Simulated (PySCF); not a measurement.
**Si–NH₂⁺, singlet: reading a ladder of total energies**

Geometry: that of the Si–NH2, doublet, kept fixed.

```xyz
4

Si    0.0000    0.0000    0.6455
N     0.0000    0.0000   -1.0599
H     0.0000    0.8350   -1.6290
H     0.0000   -0.8350   -1.6290
```

Basis 6-31G; PySCF 2.14.0. Only valence electrons are correlated (noble-gas cores frozen), which leaves 10 electrons in 20 orbitals. Prefix R: restricted or restricted open-shell reference.

Full CI isn't at hand for all of this; RCCSDT(Q) serves as the reference, and is uncertain by the last step of the cluster series or more.

RCCSD has a T1 diagnostic of 0.024 and a largest doubles amplitude of 0.10.

```csv
level,total energy (hartree)
RHF,-344.220064
RMP2,-344.371688
RCCSD,-344.389555
RCCSD(T),-344.393962
RCCSDT,-344.394329
RCCSDT(Q),-344.394989
```

What is the correlation energy at RCCSDT(Q), and what share of it do RMP2 and RCCSDT recover?

E(corr) = -344.394989 − (-344.220064) = -0.174925 hartree = -4.760 eV. RMP2: -0.151624 / -0.174925 = 86.68 %. RCCSDT: -0.174265 / -0.174925 = 99.62 %.

By how many kcal/mol does RCCSD(T) miss RCCSDT(Q) (1 hartree = 627.509 kcal/mol), and which steps make up the rest?

-344.393962 − (-344.394989) = 0.001027 hartree = 0.64 kcal/mol. Steps: RCCSDT − RCCSD(T) = -0.23, RCCSDT(Q) − RCCSDT = -0.41 kcal/mol. That is within 1 kcal/mol of the reference in this basis, which itself misses far more of the correlation at the basis-set limit.
